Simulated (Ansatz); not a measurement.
Consider GaN in the wurtzite structure (space group P6_3mc, No. 186; a = 3.183 Å, c = 5.184 Å).

Level of theory: Ansatz (a first-principles code), r2SCAN, PAW, cutoff 500 eV, no spin-orbit coupling, earlier PAW set.

It is then changed as follows: full substitution Ga → B, then cell and atoms are relaxed.

Measured lattice parameter a: GaN 3.189 Å (room temperature; as listed in M J Lucero, T M Henderson, G E Scuseria, Journal of Physics Condensed Matter (2012)); BN 2.55 Å (temperature not stated; as listed in K. Doll, J. C. Schön, M. Jansen, Physical Review B (2008)).

### Question
How well does r2SCAN reproduce the measured shift?

### Answer
With r2SCAN the lattice parameter a moves by -0.640 Å (3.183 → 2.543) against -0.639 Å measured.

No phonon test of stability was made.
